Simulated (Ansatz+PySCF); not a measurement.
Values are calculated unless marked as measured or tabulated.
Several solutions for singlet N₂H₂

```yaml
atoms:
  - { symbol: N, position_ang: [0.0000, 0.0001, -0.6651] }
  - { symbol: N, position_ang: [0.0000, -0.0001, 0.6651] }
  - { symbol: H, position_ang: [0.0000, 1.0754, -0.9873] }
  - { symbol: H, position_ang: [0.0000, -1.0754, 0.9873] }
```

Basis set: def2-SVP (spherical functions). Charge 0, multiplicity 1.

UHF was run from several starts with Ansatz (development build ahead of 0.2.0) and PySCF 2.14.0.

```
run  program                                 start  converged  energy (hartree)  <S²>
  A    PySCF      guess 1e, instabilities followed        yes        -109.88690  0.48
  B   Ansatz           search for the lowest state        yes        -109.88690  0.48
  C    PySCF    guess atom, instabilities followed        yes        -109.88690  0.48
  D   Ansatz               atomic start, no search        yes        -109.87412  0.00
  E   Ansatz               stability test followed        yes        -109.88690  0.48
  F    PySCF  guess huckel, instabilities followed        yes        -109.88690  0.48
  G    PySCF   guess minao, instabilities followed        yes        -109.88690  0.48
  H    PySCF                      program defaults        yes        -109.87412  0.00
```

(1) Which runs reached the lowest solution of this kind, and what is wrong with the others?

Answers

(1) A, B, C, E, F, G reached the lowest solution found. Converged but too high: D by 0.35 eV, H by 0.35 eV. Convergence only shows a stationary point, and even a stable one can lie too high; stability tests and further starts are what find lower ones. Caution: the unrestricted determinant is spin contaminated. Caution: the determinant breaks the point group.
